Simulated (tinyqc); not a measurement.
Worked calculation: harmonic frequencies on the UHF/sto-6g surface (energies and gradients from PySCF), for CH, spin multiplicity 4. Computed by tinyqc, a small Python program that keeps every step (integrals from PySCF). Settings: charge = 0, multiplicity = 4, basis = sto-6g, delta = 0.002. Command: `OMP_NUM_THREADS=1 python tinyqc.py 27670 27671 out.jsonl` (the two numbers bound the seeds that draw the settings). One thread of a shared host (Intel(R) Xeon(R) Processor @ 2.60GHz), about 2 s of CPU time with the checks.

## One row of the Hessian: 1Cz

optimised positions (bohr):
```
,x,y,z
1C,0.00000,0.00000,0.13337
2H,0.00000,0.00000,2.16075
```

gradient at +delta (hartree/bohr):
```
,x,y,z
1C,0.0000000,0.0000000,0.0009895
2H,0.0000000,0.0000000,-0.0009895
```

gradient at -delta (hartree/bohr):
```
,x,y,z
1C,0.0000000,0.0000000,-0.0009653
2H,0.0000000,0.0000000,0.0009653
```

Displace 1Cz by +/-0.002 bohr; H(k, :) = (g(+) - g(-)) / (2 delta).

row of the Hessian (hartree/bohr^2): 1Cx 0.0000000, 1Cy 0.0000000, 1Cz 0.4887234, 2Hx 0.0000000, 2Hy 0.0000000, 2Hz -0.4887234

## Hessian by finite differences

All rows are made in the same way, and the matrix is symmetrised.

Hessian (symmetrised) (hartree/bohr^2):
```
,1Cx,1Cy,1Cz,2Hx,2Hy,2Hz
1Cx,-0.0000044,0.0000000,0.0000000,0.0000044,0.0000000,0.0000000
1Cy,0.0000000,-0.0000044,0.0000000,0.0000000,0.0000044,0.0000000
1Cz,0.0000000,0.0000000,0.4887234,0.0000000,0.0000000,-0.4887234
2Hx,0.0000044,0.0000000,0.0000000,-0.0000044,0.0000000,0.0000000
2Hy,0.0000000,0.0000044,0.0000000,0.0000000,-0.0000044,0.0000000
2Hz,0.0000000,0.0000000,-0.4887234,0.0000000,0.0000000,0.4887234
```

## Normal modes

masses (u): 1C 12.00000, 2H 1.00782

Diagonalise H_ij / sqrt(m_i m_j); the 5 smallest eigenvalues belong to translations and rotations; wavenumber = sqrt(eigenvalue / 1822.888) x 219474.63; each mode has its largest component positive (the first on a tie); zero-point energy = sum of wavenumbers / 2, with 349.755 1/cm per kcal/mol.

eigenvalues of the mass-weighted Hessian (hartree/(bohr^2 u)): 0.00000  0.00000  0.00000  0.00000  0.00000  0.52566

harmonic wavenumbers of the vibrations (1/cm): 3727.0

mass-weighted modes:
```
,mode 1
1Cx,0.00000
1Cy,0.00000
1Cz,-0.27835
2Hx,0.00000
2Hy,0.00000
2Hz,0.96048
```

zero-point energy = 5.32796 kcal/mol
